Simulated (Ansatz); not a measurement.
# HB–AlH, singlet: the ladder up to full CI

Geometry: a point of a breathe scan, not a stationary point.

```xyz
4

B     0.0000   -0.3594    2.1682
Al    0.0000    0.1767   -0.9069
H     0.0000    0.5571    3.7388
H     0.0000   -1.4331   -2.7177
```

Basis 6-31G; Ansatz 0.2.0. Only valence electrons are correlated (noble-gas cores frozen), which leaves 8 electrons in 20 orbitals. R marks a restricted (for open shells ROHF) determinant, U an unrestricted one. Active spaces: valence = (8e, 10o) chosen from the atoms' valence shells; pair = (2e, 2o) about the gap.

Full CI is exact within this basis and frozen core; it isn't the basis-set limit. The frozen core follows each run's orbitals, which can shift R against U totals by a few meV.

Unrestricted rows (U) aren't spin-pure: their determinants' ⟨S²⟩ exceeds S(S+1) by up to 0.68, so they mix in states of higher spin.

- UHF ⟨S²⟩: 0.684
- T1 diagnostic (RCCSD): 0.0324
- largest doubles amplitude (RCCSD): 0.112

| level | E − E(full CI) (kJ/mol) | share of correlation (%) | wall time |
| --- | --- | --- | --- |
| RHF | 377.6 | 0.00 | – |
| UHF | 363.1 | 3.84 | – |
| RMP2 | 154.4 | 59.12 | – |
| UMP2 | 180.5 | 52.20 | – |
| CISD | 53.1 | 85.94 | 0.51 s |
| RCCSD | 11.7 | 96.89 | – |
| UCCSD | 15.7 | 95.84 | – |
| RCCSD(T) | 4.1 | 98.90 | 0.45 s |
| UCCSD(T) | 6.3 | 98.33 | 2.3 s |
| BCCD(T) | 4.4 | 98.84 | 0.48 s |
| RCCSDT | 0.7 | 99.82 | – |
| UCCSDT | 1.0 | 99.73 | – |
| RCCSDT(Q) | 0.1 | 99.97 | 0.99 s |
| UCCSDT(Q) | 0.1 | 99.97 | 5.5 s |
| RCCSDTQ | 0.0 | 100.00 | 13 s |
| CASSCF (pair space) | 301.9 | 20.05 | – |
| NEVPT2 (pair space) | 123.9 | 67.20 | 0.54 s |
| MRCISD (pair space) | 31.7 | 91.60 | – |
| MRCISD+Q (pair space) | -7.7 | 102.05 | 0.87 s |
| CASSCF (valence space) | 55.6 | 85.29 | – |
| NEVPT2 (valence space) | 17.3 | 95.42 | 4.7 s |
| MRCISD (valence space) | 1.9 | 99.51 | – |
| MRCISD+Q (valence space) | 0.9 | 99.77 | 7 s |

The correlation energy at full CI, counted from RHF, is -3.914 eV. That run took 96 s on 1 thread of Arm Neoverse V1, shared host over 11,765,097 determinants.

Times hold each run's SCF and search for its determinant on a shared host, so for small cases they say little of a method's own cost; they ran on 1 thread of Arm Neoverse V1.

Not variational, and here over 5 meV under the exact energy: MRCISD+Q (pair space).

The full-CI state has the irrep A' of Cs, in the program's axes.

Natural occupations of full CI about the gap: 1.921 1.910 1.875 1.818 0.141 0.102 0.071 0.054 0.042 0.042; effectively unpaired electrons, Σ n²(2−n)², 0.37.
